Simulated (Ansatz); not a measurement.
A made-up structure of CH3BF (charge -1), singlet:

C1  (-0.662, 0.239, -0.504)
B2  (0.601, -0.226, 0.402)
F3  (0.681, -0.022, 1.960)
H4  (-0.684, 0.062, -1.712)
H5  (-1.662, 0.787, -0.061)
H6  (1.727, -0.841, -0.086)
(Å)

It is relaxed with PBE-D4/def2-SVPD and then PBE0-D4/def2-TZVPD (Ansatz 0.2.0). Atoms count as bonded within 1.22 times the sum of their covalent radii (H–H: 0.88 Å). The end point is not checked to be a true minimum.

Does its bonding change? (Judge from chemistry; the calculation decides.)

By the calculation: No: no bond forms or breaks.

Where it ends: The first stage lowers the energy by 1.13 eV in 7 steps. It ends as CH₃BF ([CH2][BH][F]), total charge -1:
```xyz
6
angstrom
C -0.5910 0.2135 -0.4495
B 0.5368 -0.2015 0.3590
F 0.6077 -0.0193 1.7502
H -0.6113 0.0558 -1.5280
H -1.4846 0.7029 -0.0553
H 1.5423 -0.7513 -0.0764
```

Labels in which every atom is bracketed show which atoms are joined, not bond orders.

For scale, one of the runs: PBE0-D4/def2-TZVPD relaxation, 141 basis functions, launched by `ansatz run in.yaml --threads 2 --pin off --events-out ev --progress --plain --max-ram 4352MiB`. The run took about 14 s on 2 CPU threads of an Arm Neoverse V1 (shared host).
